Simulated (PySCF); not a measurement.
Input for PySCF: R-B3LYP/6-31G* on H2O (SMILES O) with ghost functions.

```python
from pyscf import gto, scf, dft, mp
from pyscf.data.elements import chemcore

mol = gto.M(
    atom='''
    H    -0.79685627    0.00000000   -2.50911038
    O     0.04347445    0.00000000   -2.04834054
    H    -0.19067546    0.00000000   -1.11576944
    ghost-C    0.01058825   -0.66806246    1.29820809
    ghost-C    0.01058825    0.66806246    1.29820809
    ghost-H    0.86863216    1.23267933    0.95426815
    ghost-H   -0.84608285    1.23258495    1.64525385
    ghost-H   -0.84608285   -1.23258495    1.64525385
    ghost-H    0.86863216   -1.23267933    0.95426815
    ''',
    basis='6-31g*',
    cart=True,
    charge=0, spin=0, verbose=3, max_memory=1800)
mf = dft.RKS(mol, xc='b3lyp')
mf.conv_tol = 1e-8
mf.max_cycle = 100
mf.kernel()
if not mf.converged:
    mf = mf.newton().run(mf.mo_coeff, mf.mo_occ)
```

The log:

```
converged SCF energy = -76.4095251972325
```

Self-consistency was reached.

Cost: around 2.1 core-seconds (rough).
